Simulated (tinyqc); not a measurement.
A ladder of methods, and size consistency: correlation methods against full CI in the sto-3g basis, for H2O, spin multiplicity 1. Computed by the program tinyqc with PySCF. 

Geometry (angstrom):
```
atom,x,y,z
O,0.0000,0.0000,0.0000
H,0.0000,0.8500,0.5820
H,0.0000,-0.8500,0.5820
```

RHF energy of one = -74.956226 hartree

All electrons correlated; +Q is the Davidson correction (1 - c0^2) E_corr. The last columns treat two copies 100 angstrom apart as one system. FCI is the lowest singlet.

Correlation energies (hartree):
```
method,E_corr of one,share of FCI (%),E_corr of two at 100 angstrom,two minus twice one (mhartree)
MP2,-0.04095,69.915,-0.08190,0.000
CISD,-0.05746,98.098,-0.11127,3.646
CISD+Q,-0.05941,101.428,-0.11810,0.723
CCSD,-0.05839,99.688,-0.11678,0.000
CCSD(T),-0.05849,99.862,-0.11699,0.000
FCI,-0.05857,100.000,-,-
```

MP2 recovers 70 %, CISD 98.1 % and CCSD 99.7 % of the FCI value (c0^2 = 0.966 in CISD). MP2 and coupled cluster are size consistent, so their last column vanishes; CISD loses 3.65 mhartree, since a double excitation on each copy is a quadruple of the pair, and the Davidson correction leaves +0.72.
